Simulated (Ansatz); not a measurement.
Fluorite SrCl2 was calculated with PBE-D3(BJ) (plane waves, PAW; Ansatz, a program for electronic structure).

Run with plane-wave cutoff 520 eV, 8×8×8 k mesh, Fermi–Dirac smearing 0.01 eV, scalar-relativistic PAW data made under PBE.

Cell (relaxed at this level):

```xyz
3
Lattice="0.0000 3.4784 3.4784 3.4784 0.0000 3.4784 3.4784 3.4784 0.0000" Properties=species:S:1:pos:R:3 pbc="T T T"
Sr     0.0000     0.0000     0.0000
Cl     1.7392     1.7392     1.7392
Cl     5.2176     5.2176     5.2176
```

**Question.** Estimate the pressure derivative B′ of the bulk modulus, Γ–Γ gap and smallest direct gap on the k points sampled that the calculation returns.

**Answer.** 
pressure derivative B′ of the bulk modulus: 4.5
Γ–Γ gap: 5.71 eV
smallest direct gap on the k points sampled: 5.50 eV

Spin–orbit coupling is not included.

The computed numbers hold no vibrational or temperature effects.
